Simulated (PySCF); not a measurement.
**Excitation energies in several basis sets**

Compound: CH5BO.
Cartesian coordinates in Å at the PBE0-D3(BJ)/def2-SVP level; atoms count from 1:
```xyz
8
CH5BO angstrom
B      1.3253   -0.1483    0.2594
O      0.1607    0.4341    0.5692
C     -1.0383    0.1754   -0.1159
H      1.3847   -0.9531   -0.6503
H      2.2873    0.1651    0.9204
H     -1.3987    1.1046   -0.5833
H     -0.9038   -0.5929   -0.8953
H     -1.7991   -0.1660    0.6022
```

TDDFT with PBE0 (PySCF), vertical singlets, core orbitals frozen in the response, spherical d and f functions. Geometry: PBE0-D3(BJ)/def2-SVP, one conformer, isolated molecule.

Task: Compare 6-31G*, 6-31+G*, def2-SVP, def2-SVPD, aug-cc-pVDZ, def2-TZVP, def2-TZVPD and aug-cc-pVTZ for this molecule.

Result: 

```json
{"basis": "6-31G*", "functions": "52", "diffuse": "no", "S1 (eV)": "6.57", "S2 (eV)": "8.32", "S3 (eV)": "8.47", "S4 (eV)": "10.01", "S5 (eV)": "10.46", "LUMO (eV)": "0.22", "α (au)": "27.2"}
{"basis": "6-31+G*", "functions": "64", "diffuse": "yes", "S1 (eV)": "6.32", "S2 (eV)": "7.94", "S3 (eV)": "7.98", "S4 (eV)": "8.03", "S5 (eV)": "8.52", "LUMO (eV)": "-0.43", "α (au)": "30.2"}
{"basis": "def2-SVP", "functions": "67", "diffuse": "no", "S1 (eV)": "6.37", "S2 (eV)": "8.14", "S3 (eV)": "8.27", "S4 (eV)": "9.32", "S5 (eV)": "9.89", "LUMO (eV)": "-0.12", "α (au)": "28.3"}
{"basis": "def2-SVPD", "functions": "103", "diffuse": "yes", "S1 (eV)": "6.28", "S2 (eV)": "8.01", "S3 (eV)": "8.02", "S4 (eV)": "8.17", "S5 (eV)": "8.82", "LUMO (eV)": "-0.39", "α (au)": "33.8"}
{"basis": "aug-cc-pVDZ", "functions": "114", "diffuse": "yes", "S1 (eV)": "6.23", "S2 (eV)": "7.68", "S3 (eV)": "7.85", "S4 (eV)": "7.93", "S5 (eV)": "8.26", "LUMO (eV)": "-0.51", "α (au)": "34.4"}
{"basis": "def2-TZVP", "functions": "123", "diffuse": "no", "S1 (eV)": "6.29", "S2 (eV)": "7.99", "S3 (eV)": "8.00", "S4 (eV)": "8.63", "S5 (eV)": "9.18", "LUMO (eV)": "-0.35", "α (au)": "32.2"}
{"basis": "def2-TZVPD", "functions": "159", "diffuse": "yes", "S1 (eV)": "6.26", "S2 (eV)": "7.87", "S3 (eV)": "7.92", "S4 (eV)": "7.95", "S5 (eV)": "8.48", "LUMO (eV)": "-0.44", "α (au)": "34.3"}
{"basis": "aug-cc-pVTZ", "functions": "253", "diffuse": "yes", "S1 (eV)": "6.23", "S2 (eV)": "7.67", "S3 (eV)": "7.83", "S4 (eV)": "7.92", "S5 (eV)": "8.24", "LUMO (eV)": "-0.52", "α (au)": "34.5"}
```

States are compared by their number. Against the largest diffuse basis here (aug-cc-pVTZ, itself not a converged limit), sets without diffuse functions differ by up to 0.34 eV in S1 and 2.21 eV in S5; the smaller diffuse sets differ by up to 0.08 and 0.58 eV. State by state, the largest deviation of a set without diffuse functions is S1 0.34, S2 0.65, S3 0.64, S4 2.09, S5 2.21 eV. The same number needn't mean the same state in each row. Against aug-cc-pVTZ the polarisability deviates by -21% in 6-31G*, -12% in 6-31+G*, -18% in def2-SVP, -2% in def2-SVPD, 0% in aug-cc-pVDZ, -7% in def2-TZVP, -1% in def2-TZVPD. A single + in a Pople set puts diffuse functions on heavy atoms only.

Without π bonds the low states may be Rydberg-like; a valence basis with one diffuse set may place them up to an eV too high.
